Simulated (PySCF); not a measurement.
Species: oxazole, C₃H₃NO.
SMILES: `c1cocn1`

Theory: PBE0/pcSseg-1 in PySCF (dipole) on a GFN2-xTB geometry, gas phase.

Masses are those of the commonest isotopes; rigid-rotor values at the optimised geometry. 

What are A, B and C (cm⁻¹)?

Ia = 49.07, Ib = 51.43, Ic = 100.50 u·Å²; 505379 MHz·u·Å²/I gives 10298, 9827 and 5029 MHz, that is A = 0.34352, B = 0.32778, C = 0.16773 cm⁻¹.

Classify the top.

An asymmetric top: κ = (2 × 9827 − 10298 − 5029)/(10298 − 5029) = 0.82.

What does the inertial defect say?

Planar: Δ = Ic − Ia − Ib = 0.00 u·Å². For a rigid frame Δ = −2 Σ m c², so it vanishes when all atoms lie in the ab plane; here none is more than 0.01 Å from it.

Give the coordinates in the principal-axis frame, origin at the centre of mass.

The sense of each axis is arbitrary; atoms in the order of the calculation.
| atom | mass (u) | a (Å) | b (Å) | c (Å) |
| --- | --- | --- | --- | --- |
| C1 | 12.000 | 0.747 | 0.895 | 0.000 |
| C2 | 12.000 | -0.610 | 0.961 | 0.000 |
| O3 | 15.995 | -1.086 | -0.302 | 0.000 |
| C4 | 12.000 | 0.004 | -1.074 | 0.000 |
| N5 | 14.003 | 1.116 | -0.420 | 0.000 |
| H6 | 1.008 | 1.474 | 1.679 | 0.000 |
| H7 | 1.008 | -1.313 | 1.768 | -0.001 |
| H8 | 1.008 | -0.107 | -2.140 | -0.001 |

Which lines would a microwave search look for?

The dipole components are |μa| = 1.38 D, |μb| = 0.80 D, |μc| = 0.00 D; the mirror of this Cs structure is the ab plane, so μc vanishes by symmetry and there are no c-type lines. Intensities carry the squares of the components, which stand as 1.00 : 0.33 (a : b). Some lines, for components of 0.1 D or more:

| type | branch | J(Ka,Kc) | MHz | lower level (cm⁻¹) |
| --- | --- | --- | --- | --- |
| a | Q | 3(3,0) ← 3(3,1) | 3763 | 3.908 |
| a | Q | 1(1,0) ← 1(1,1) | 4798 | 0.511 |
| b | Q | 1(1,0) ← 1(0,1) | 5270 | 0.496 |
| b | Q | 2(2,0) ← 2(1,1) | 5775 | 1.822 |
| b | Q | 3(3,0) ← 3(2,1) | 6593 | 3.813 |
| b | Q | 3(2,1) ← 3(1,2) | 13873 | 3.351 |
| b | Q | 2(1,1) ← 2(0,2) | 14427 | 1.341 |
| a | R | 1(0,1) ← 0(0,0) | 14855 | 0.000 |
| b | Q | 2(2,1) ← 2(1,2) | 15810 | 1.342 |
| b | Q | 3(3,1) ← 3(2,2) | 16538 | 3.356 |
| a | R | 2(1,2) ← 1(1,1) | 24912 | 0.511 |
| a | Q | 3(1,2) ← 3(1,3) | 25026 | 2.516 |
| b | Q | 3(1,2) ← 3(0,3) | 25027 | 2.516 |
| b | Q | 3(2,2) ← 3(1,3) | 25190 | 2.516 |
| a | R | 2(1,1) ← 1(1,0) | 34508 | 0.671 |
| b | R | 3(0,3) ← 2(1,2) | 35184 | 1.342 |
| a | R | 3(1,3) ← 2(1,2) | 35185 | 1.342 |
| a | R | 3(0,3) ← 2(0,2) | 35217 | 1.341 |
| b | R | 3(1,3) ← 2(0,2) | 35218 | 1.341 |
| b | R | 2(2,1) ← 1(1,0) | 35924 | 0.671 |
| b | R | 3(1,2) ← 2(2,1) | 44401 | 1.870 |
| b | R | 2(2,0) ← 1(1,1) | 45081 | 0.511 |
| a | R | 3(1,2) ← 2(1,1) | 45816 | 1.822 |
| b | R | 3(2,2) ← 2(1,1) | 45981 | 1.822 |
| a | R | 3(2,1) ← 2(2,0) | 53914 | 2.015 |
| b | R | 3(3,1) ← 2(2,0) | 56744 | 2.015 |
| b | R | 3(3,0) ← 2(2,1) | 64866 | 1.870 |
| b | R | 3(2,1) ← 2(1,2) | 74083 | 1.342 |

Estimate the classical rotational partition function at 50 K, 100 K and 500 K.

Point group Cs, symmetry number σ = 1; q = (√π/σ)·√((kT/h)³/(ABC)), k/h = 20836.6 MHz/K: 2640 at 50 K, 7470 at 100 K, 83600 at 500 K.

Not checked by GFN2-xTB frequencies. Constants of a rigid frame at the computed geometry: no zero-point averaging, no centrifugal distortion. Quadrupole hyperfine structure (14N) is left out.

Hardware: Arm Neoverse N1, one thread, no GPU (shared host). Cost: 8.8 s wall. This is the PBE0/pcSseg-1 job that gave the dipole, with the shieldings it also computed.
